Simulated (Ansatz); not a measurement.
We consider hcp Ti, described by r²SCAN (Ansatz, a first-principles code, PAW).

Numerical settings: plane-wave cutoff 600 eV, 18×18×8 k mesh (along the axes of the cell as run), Fermi–Dirac smearing 0.1 eV, finite displacements, no spin polarisation, scalar-relativistic PAW data made under PBE.

Computed at the level's own relaxed cell.

Harmonic phonon frequencies (cm⁻¹; i marks an imaginary mode):

```
q point              frequencies
-------  -----------------------
Γ              0 0 0 139 139 182
M        108 119 215 240 243 256
A                              ?
L                              ?
```

Problem. Some entries are withheld; supply them.

Solution. 
- A, frequencies: 101 101 101 101 193 193
- L, frequencies: 180 180 187 187 277 277

No imaginary mode appears at these points.
